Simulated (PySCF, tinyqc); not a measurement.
Worked calculation: harmonic frequencies on the LDA (VWN5)/sto-6g surface (energies and gradients from PySCF), for CH+, spin multiplicity 1. The lowest restricted solution is unstable here: a spin-polarised one lies 0.0007 hartree lower (PySCF). One step of it, computed by the program tinyqc.

Problem. One row of the Hessian: 1Cz. Displace 1Cz by +/-0.002 bohr; H(k, :) = (g(+) - g(-)) / (2 delta).

optimised positions (bohr):
```
           x         y          z
1C  0.000000  0.000000  -0.012400
2H  0.000000  0.000000   2.325425
```

gradient at +delta (hartree/bohr):
```
             x           y            z
1C  0.00000000  0.00000000   0.00053879
2H  0.00000000  0.00000000  -0.00053895
```

gradient at -delta (hartree/bohr):
```
             x           y            z
1C  0.00000000  0.00000000  -0.00049005
2H  0.00000000  0.00000000   0.00048988
```

Give: row of the Hessian.

Solution.

row of the Hessian (hartree/bohr^2): 1Cx 0.000000, 1Cy 0.000000, 1Cz 0.257210, 2Hx 0.000000, 2Hy 0.000000, 2Hz -0.257209
